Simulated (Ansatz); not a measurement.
# C3H6FN: up Jacob's ladder to CCSD(T)

How much do the methods differ for C3H6FN? The plan is to run it at one geometry with functionals of several rungs and with coupled cluster. The yardstick is the atomisation energy at the CCSD(T) limit.

The runs use Ansatz 0.2.0, Gaussian basis; functionals in def2-TZVPP, the program's frozen cores in correlated methods.

The runs, in order: LDA (SPW92), PBE-D4, revPBE-D4, BLYP-D4, r2SCAN-D4, B97M-V, PBE0-D4, B3LYP-D4, r2SCANh-D4, r2SCAN0-D4, HSE06-D4, BHLYP-D4, CAM-B3LYP-D4, LC-ωPBE, ωB97X-V, ωB97M-V, B2PLYP, PBE-QIDH; CCSD(T)/def2-SVP; CCSD(T)/def2-TZVPP; MP2/def2-QZVPP; extrapolation to the limit; RPA on PBE.

**1. The geometry**

All runs share one geometry, relaxed beforehand with PBE0-D4 in a triple-zeta def2 set.

SMILES `C=NC(C)F`, 11 atoms, charge 0, spin multiplicity 1.

Atoms are counted from 1 here; the program's logs count them from 0.

Bond lengths: C1–N2 1.259 Å, C1–H6 1.089 Å, C1–H7 1.092 Å, N2–C3 1.421 Å, C3–C4 1.509 Å, C3–F5 1.396 Å, C3–H8 1.096 Å, C4–H9 1.092 Å, C4–H10 1.090 Å, C4–H11 1.090 Å. Angles: N2–C1–H6 118.4°, N2–C1–H7 123.6°, H6–C1–H7 118.1°, C1–N2–C3 120.2°, N2–C3–C4 110.8°, N2–C3–F5 113.4°, N2–C3–H8 107.3°, C4–C3–F5 108.3°, C4–C3–H8 111.1°, F5–C3–H8 105.9°, C3–C4–H9 109.7°, C3–C4–H10 110.0°, C3–C4–H11 109.8°, H9–C4–H10 109.2°, H9–C4–H11 108.8°, H10–C4–H11 109.4°.

As a file:

```
C    -1.39233    1.30058    0.19892
N    -0.90821    0.34956   -0.46912
C     0.48291    0.06847   -0.40862
C     0.72393   -1.33462    0.09097
F     1.19256    0.95150    0.40688
H    -2.46357    1.48540    0.13536
H    -0.79541    1.95389    0.83905
H     0.88655    0.20339   -1.41860
H     0.32889   -1.43717    1.10338
H     1.79288   -1.54844    0.09958
H     0.21721   -2.04966   -0.55720
```

**2. LDA**

This LDA is Slater exchange with PW92 correlation.

File in.yaml:

```yaml
crystal:
  periodic: [false, false, false]
  atoms:
    - {symbol: C, position_ang: [-1.392334, 1.300575, 0.198923]}
    - {symbol: N, position_ang: [-0.908213, 0.349564, -0.469124]}
    - {symbol: C, position_ang: [0.482906, 0.068471, -0.408619]}
    - {symbol: C, position_ang: [0.723925, -1.334625, 0.090968]}
    - {symbol: F, position_ang: [1.192560, 0.951504, 0.406881]}
    - {symbol: H, position_ang: [-2.463571, 1.485404, 0.135355]}
    - {symbol: H, position_ang: [-0.795413, 1.953888, 0.839053]}
    - {symbol: H, position_ang: [0.886553, 0.203386, -1.418602]}
    - {symbol: H, position_ang: [0.328893, -1.437169, 1.103383]}
    - {symbol: H, position_ang: [1.792882, -1.548440, 0.099578]}
    - {symbol: H, position_ang: [0.217211, -2.049658, -0.557197]}
basis:
  gaussian: {orbitals: def2-TZVPP}
hamiltonian: {xc: lda}
output: {orbitals: {seedname: orbitals}}
```

Started as:

```console
> ansatz run in.yaml --threads 4 --pin off --events-out ev --progress --plain --max-ram 10444MiB
```

Further steps of the session: PBE-D4 (GGA); revPBE-D4 (GGA); BLYP-D4 (GGA); r2SCAN-D4 (meta-GGA); B97M-V (meta-GGA); PBE0-D4 (hybrid); B3LYP-D4 (hybrid); r2SCANh-D4 (hybrid); r2SCAN0-D4 (hybrid); HSE06-D4 (hybrid); BHLYP-D4 (hybrid); CAM-B3LYP-D4 (range-separated); LC-ωPBE (range-separated); ωB97X-V (range-separated); ωB97M-V (range-separated); B2PLYP (double hybrid); PBE-QIDH (double hybrid); CCSD(T) in def2-SVP; CCSD(T) in def2-TZVPP; MP2 in def2-QZVPP; RPA on PBE orbitals.

Q: Predict the results of all the runs planned. Wanted: atomisation energy, CCSD(T)/CBS; farthest beyond LDA; mean size of error, GGA; mean size of error, meta-GGA; mean size of error, hybrid; mean size of error, range-separated; mean size of error, double hybrid; gap, smallest and largest; T1 diagnostic.

As calculated:

| quantity | value |
| --- | --- |
| atomisation energy, CCSD(T)/CBS | 1041.0 kcal/mol |
| functionals within 5.2 kcal/mol (0.5 %) | r2SCAN-D4, B97M-V, B3LYP-D4, LC-ωPBE, ωB97X-V, PBE-QIDH |
| farthest beyond LDA | PBE-D4 (+33.9 kcal/mol) |
| mean size of error, GGA | 15.7 kcal/mol |
| mean size of error, meta-GGA | 2.1 kcal/mol |
| mean size of error, hybrid | 12.9 kcal/mol |
| mean size of error, range-separated | 5.3 kcal/mol |
| mean size of error, double hybrid | 6.0 kcal/mol |
| gap, smallest and largest | 4.53 eV (LDA (SPW92)), 12.56 eV (LC-ωPBE) |
| T1 diagnostic | 0.0117 |
| triples share of the correlation energy | 3.8 % |

In words: LDA overbinds by 167.2 kcal/mol (16 %). PBE-D4 misses by +33.9 kcal/mol. Double hybrids carry the basis error of their MP2 part in triple zeta, and no dispersion term here, so their miss is partly the set-up's. By mean error the best rung here is meta-GGA (2.1 kcal/mol) and the worst beyond LDA is GGA (15.7 kcal/mol). hybrid functionals lie within the reference's doubt of that worst mean (12.9 kcal/mol), so those two tie. The reference freezes the cores and leaves out relativity and excitations past (T), so misses under about 5.2 kcal/mol can't be ranked. Hartree-Fock recovers 71 % of the binding; the rest is correlation. CCSD(T) in def2-SVP is off by -46.9 kcal/mol, which most functionals beat. The gap grows from 4.5 to 12.6 eV across the functionals, mostly with the share of exact exchange.
